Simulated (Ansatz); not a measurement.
# AlSi+ (triplet): wave-function methods side by side, def2-QZVPP

The task here is to estimate one member of a computed series from the others.

Program: Ansatz 0.2.0, Gaussian basis. Level of theory: def2-QZVPP, core rule «outside noble gas», up to 10 orbitals frozen. These are calculated values, not measurements.

The runs, in order: UHF; ROHF; CCSD(T) on UHF.

2 further runs of the same task are left out: 2 set aside as unsound or not needed.

## The geometry

The geometry is a PBE0/def2-TZVP stationary point (not a proven minimum) of the parent state, kept for this charge and spin.

2 atoms, charge 1, spin multiplicity 3.

Atoms are counted from 1 here; the program's logs count them from 0.

No contacts short enough for the rule that draws bonds.

The first run:

File in.yaml:

```yaml
crystal:
  periodic: [false, false, false]
  atoms:
    - {symbol: Si, position_ang: [0.000000, 0.000000, 0.000000]}
    - {symbol: Al, position_ang: [0.000000, 0.000000, 3.079000]}
basis:
  gaussian: {orbitals: "def2-QZVPP.json"}
total_charge: 1
magnetization: {spin_polarized: true, initial_magnetization: 2}
hamiltonian: {xc: hf}
output: {orbitals: {seedname: orbitals}}
```

Launch:

```console
ansatz run in.yaml --threads 1 --pin off --events-out ev --progress --plain --max-ram 2393MiB
```

Among the steps run: UHF; ROHF; CCSD(T) on UHF.

One of the session's tables, all rows but one given; the rest of the session is left out.

```
  method  from UCCSD(T) (kcal/mol)
    ROHF                         ?
     UHF                    +80.45
    UMP2                    +20.25
   UCCSD                     +3.01
UCCSD(T)                         0
```

Q: Estimate the row for ROHF from the others.

**Answer.** from UCCSD(T) (kcal/mol): +84.84. In the column «from UCCSD(T) (kcal/mol)» it is the highest.
